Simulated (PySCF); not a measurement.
## What binds F₂⁺: the parts of the energy along the bond

State: doublet, unpaired electrons π ↑. ROHF-based CCSD(T) in PySCF 2.14 with F cc-pVTZ and F cc-pVQZ (frozen core orbitals: 2; no relativity). Correlation energies are extrapolated as n⁻³ (n = 3, 4), Hartree–Fock as (n+1)·exp(−9√n). CV is the change on freezing 0 orbitals instead, in F cc-pwCVTZ. SR is the spin-free X2C energy in F cc-pVTZ-DK less the non-relativistic one in F cc-pVTZ. All energies in eV from F⁺ + F.

```tsv
R (Å)	HF/CBS	CCSD corr.	(T)	CV	SR	total
1.1258	1.308	-3.230	-0.2870	-0.0125	0.0035	-2.218
1.1770	0.986	-3.470	-0.3386	-0.0067	0.0024	-2.827
1.2282	0.952	-3.718	-0.3949	-0.0021	0.0014	-3.162
1.2793	1.123	-3.970	-0.4550	0.0014	0.0006	-3.300
1.3305	1.438	-4.224	-0.5185	0.0041	0.0000	-3.300
1.3945	1.969	-4.540	-0.6016	0.0065	-0.0005	-3.166
1.4584	2.591	-4.850	-0.6874	0.0081	-0.0007	-2.939
```

A fit to the total gives Re = 1.3040 Å, De = 3.314 eV, ωe = 1127.6 cm⁻¹, Be = 1.044 cm⁻¹ (masses 18.9984 and 18.9984 u).

**Question.** At R = 1.2793 Å the CCSD correlation energy is -0.522712 hartree in the smaller basis and -0.560751 in the larger. Extrapolate it.

**Answer.** (4³·E4 − 3³·E3)/(4³ − 3³) = -0.58851 hartree; the larger basis holds 95.3 % of it.

The T1 diagnostic is 0.013. The state was picked by a PBE0 search and need not be the measured ground state. Spin–orbit coupling, excitations beyond (T) and corrections to the Born–Oppenheimer picture are left out.
